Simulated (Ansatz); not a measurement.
For fcc Pt, PBEsol-D3(BJ) (plane waves, PAW; Ansatz, a quantum-chemistry and plane-wave program) gives:

- equilibrium lattice constant a: 3.882 Å
- bulk modulus B0: 315 GPa

Task: What does r²SCAN+rVV10 in Ansatz (plane waves, PAW) give for the same quantities?

Result: 
- lattice constant a: 3.925 Å (increases by 1.1 %)
- bulk modulus: 285 GPa (falls by 9.5 %)

For comparison: lattice constant a 3.913 Å (measured, static lattice: zero-point anharmonic expansion removed; as tabulated in Mejia-Rodriguez and Trickey (2018), arXiv:1807.09216); bulk modulus 289 GPa (measured, corrected for temperature and zero-point phonon effects; as tabulated in Levämäki et al. (2014), arXiv:1402.3671).

Changes are worked out from the printed values.

Unless a cell is named, each level is at its own relaxed cell (PBEsol-D3(BJ) 14.63, r²SCAN+rVV10 15.12 Å³/atom).

Levels without +SOC leave out spin–orbit coupling, which shifts energies and cells of such heavy elements.

The crystal itself was run without spin with PBEsol-D3(BJ), r²SCAN+rVV10; a magnetic state was not tried in these runs.

Ansatz's density-functional and Hartree–Fock values are scalar-relativistic unless marked +SOC, with PAW data made under PBE.
